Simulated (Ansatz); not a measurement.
Predict the output of the script below (Ansatz 0.2.0, Python API).

`bend_ch2f2s.py`:
```python
"""Bending curve of CH2F2S."""

import ansatz as az
from ase import Atoms

atoms = Atoms(["F", "C", "F", "S", "H", "H"], positions=[
    [1.0677, -0.6574, 1.2227],
    [0.3842, -0.2044, 0.0838],
    [-0.1786, -1.3043, -0.5074],
    [-0.8397, 0.9751, 0.4807],
    [1.1231, 0.228, -0.6157],
    [-1.5146, 0.8989, -0.7102],
])

# start the scan from a relaxed geometry
first = (
    az.Crystal.molecule_from_ase(atoms).calculation()
    .basis(gaussian="def2-SVP")
    .functional("r2scan0")
    .relax(force_tolerance=0.02, max_steps=80)
)
atoms.positions = first.run(threads=1, backend="cpu").report["positions_ang"]

rows = []
for angle in [85, 95, 105, 115, 125, 140, 160]:
    bent = atoms.copy()
    bent.set_angle(1, 3, 5, angle, indices=[5])
    setup = (
        az.Crystal.molecule_from_ase(bent).calculation()
        .basis(gaussian="def2-SVP")  # the orbital basis, by name
        .functional("r2scan0")
    )
    rows.append((angle, setup.run(threads=1, backend="cpu").report["free_energy_ev"]))
floor = min(e for _, e in rows)
for angle, e in rows:
    print(f"angle C1-S3-H5 = {angle:3d} deg   {1000 * (e - floor):9.1f} meV")
```

```console
$ python bend_ch2f2s.py
angle C1-S3-H5 =  85 deg        66.0 meV
angle C1-S3-H5 =  95 deg         0.0 meV
angle C1-S3-H5 = 105 deg        92.4 meV
angle C1-S3-H5 = 115 deg       323.5 meV
angle C1-S3-H5 = 125 deg       673.0 meV
angle C1-S3-H5 = 140 deg      1366.4 meV
angle C1-S3-H5 = 160 deg      2390.2 meV
```

The scan is rigid, and the energies are electronic, in a modest basis. The zero is the lowest point of the grid, which needn't be the minimum. Hardware and time: 83 s on 1 thread of Arm Neoverse N1 (shared host), peak memory 0.22 GiB.
